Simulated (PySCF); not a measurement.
PySCF job for fluoromethane (CH3F), SMILES FC, PBE-D3(BJ)/def2-TZVP. The structure is a stationary point at PBE-D3(BJ)/def2-TZVP.

```python
import numpy as np
from pyscf import gto, scf, dft, df
from pyscf.hessian import thermo

mol = gto.M(
    atom='''
    C    -0.00000000    0.00000000    0.63782710
    F     0.00000000   -0.00000000   -0.75715615
    H     0.90092598   -0.52014986    0.99581427
    H    -0.00000000    1.04029971    0.99581427
    H    -0.90092598   -0.52014986    0.99581427
    ''',
    basis='def2-TZVP',
    charge=0,
    spin=0,
    max_memory=1600,
    verbose=3,
)
mf = dft.RKS(mol, xc='pbe').density_fit(auxbasis='def2-universal-jkfit')
mf.disp = 'd3bj'
mf.grids.level = 3
mf.conv_tol = 1e-11
mf.max_cycle = 100
mf.kernel()

# [left out here: the lines that compute and print the analytic Hessian (its translational invariance restored by hand, since the grid's response is missing), thermochemistry and intensities]
```

Program output:

```
converged SCF energy = -139.648109634831

WARN: DFTD3 does not support analytical Hessian, using finite difference


WARN: Mole.unit (angstrom) is changed to Bohr

Mode                                 0                   1                   2
Irrep
Freq [cm^-1]                     1029.6403           1152.5758           1152.5835
Reduced mass [au]                   8.8566              1.2554              1.2554
Force const [Dyne/A]                5.5321              0.9826              0.9826
Char temp [K]                    1481.4231           1658.3000           1658.3110
Normal mode                   x     y     z       x     y     z       x     y     z
       0   C                -0.00 -0.00  0.21   -0.10 -0.06 -0.00    0.06 -0.10 -0.00
       1   F                 0.00  0.00 -0.15    0.04  0.02  0.00   -0.02  0.04  0.00
       2   H                 0.01 -0.01  0.12    0.16  0.17 -0.32   -0.02  0.15  0.58
       3   H                 0.00  0.02  0.12    0.22  0.05 -0.35   -0.13  0.09 -0.57
       4   H                -0.01 -0.01  0.12    0.09  0.06  0.67   -0.13  0.22 -0.01
Mode                                 3                   4                   5
Irrep
Freq [cm^-1]                     1433.6525           1439.5339           1439.5502
Reduced mass [au]                   1.1290              1.0499              1.0499
Force const [Dyne/A]                1.3672              1.2819              1.2819
Char temp [K]                    2062.7068           2071.1688           2071.1922
Normal mode                   x     y     z       x     y     z       x     y     z
       0   C                 0.00  0.00 -0.10   -0.00  0.06  0.00    0.06  0.00  0.00
       1   F                 0.00  0.00 -0.02   -0.00  0.01  0.00    0.01  0.00  0.00
       2   H                -0.17  0.10  0.51   -0.37 -0.49  0.17   -0.08 -0.37 -0.28
       3   H                -0.00 -0.19  0.51    0.01  0.14 -0.33   -0.71  0.00 -0.00
       4   H                 0.17  0.10  0.51    0.37 -0.50  0.16   -0.07  0.36  0.29
Mode                                 6                   7                   8
Irrep
Freq [cm^-1]                     2955.4303           3038.9015           3038.9039
Reduced mass [au]                   1.0262              1.1073              1.1073
Force const [Dyne/A]                5.2813              6.0250              6.0250
Char temp [K]                    4252.2062           4372.3026           4372.3062
Normal mode                   x     y     z       x     y     z       x     y     z
       0   C                 0.00  0.00 -0.04    0.07 -0.05  0.00   -0.05 -0.07 -0.00
       1   F                -0.00 -0.00 -0.00   -0.00  0.00 -0.00    0.00  0.00 -0.00
       2   H                 0.47 -0.27  0.17   -0.63  0.36 -0.23    0.05 -0.06  0.02
       3   H                 0.00  0.54  0.17    0.02  0.43  0.14   -0.01  0.60  0.19
       4   H                -0.47 -0.27  0.17   -0.25 -0.17  0.10    0.58  0.33 -0.21
temperature 298.1500 [K]
pressure 101325.00 [Pa]
Rotational constants [GHz] 154.42530 25.25890 25.25890
Symmetry number 3
Zero-point energy (ZPE) 0.03800 [Eh]   99773.173 [J/mol]
                           tot       elec      trans        rot        vib
Entropy [J/mol/K]       222.926      0.000    152.738     69.228      0.960
Cv [J/mol/K]             29.552      0.000     12.472     12.472      4.609
Cp [J/mol/K]             37.867      0.000     20.786     12.472      4.609
Internal energy [J/mol]                      3718.434   3718.434 100015.929
Internal energy [Eh]   -139.60718  -139.64811
Enthalpy [J/mol]                             6197.391   3718.434 100015.929
Enthalpy [Eh]          -139.60624
Gibbs free energy [J/mol]                  -39341.368 -16921.804  99729.570
Gibbs free energy [Eh] -139.63155
mode   freq/cm-1   IR/(km/mol)
   1     1029.64        99.644
   2     1152.58         0.297
   3     1152.58         0.297
   4     1433.65         1.466
   5     1439.53         3.557
   6     1439.55         3.556
   7     2955.43        30.826
   8     3038.90        35.578
   9     3038.90        35.576
max |gradient| / (hartree/bohr): 6.157227807493859e-05
APT charges: [ 0.5447 -0.4658 -0.0263 -0.0263 -0.0263]
```

The run converged.
